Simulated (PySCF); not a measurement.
Gas-phase reaction: 4 SiF2 + 6 H → Si2H6 + 2 SiF4

Method: PySCF energies plus ideal-gas RRHO corrections (1 bar). † marks an energy on the PBE0/def2-TZVP geometry and frequencies; other levels use their own. MP2 freezes the core. 6-31G* has spherical d functions here. Open shells (unrestricted): H (multiplicity 2); the rest are closed-shell singlets. B3LYP is the form with VWN-RPA correlation. MP2 isn't extrapolated to the basis-set limit.

```
level               ΔH°(298 K), kJ
------------------  --------------
B3LYP/6-31G*            (withheld)
BLYP/def2-TZVP†              -1776
HF/def2-TZVP†           (withheld)
MP2/def2-TZVPP†         (withheld)
LDA/def2-TZVP†               -2035
ωB97M-V/def2-TZVP†           -1866
```

Fill in the missing entries.


- B3LYP/6-31G*, ΔH°(298 K), kJ: -1889
- HF/def2-TZVP†, ΔH°(298 K), kJ: -1682
- MP2/def2-TZVPP†, ΔH°(298 K), kJ: -1895
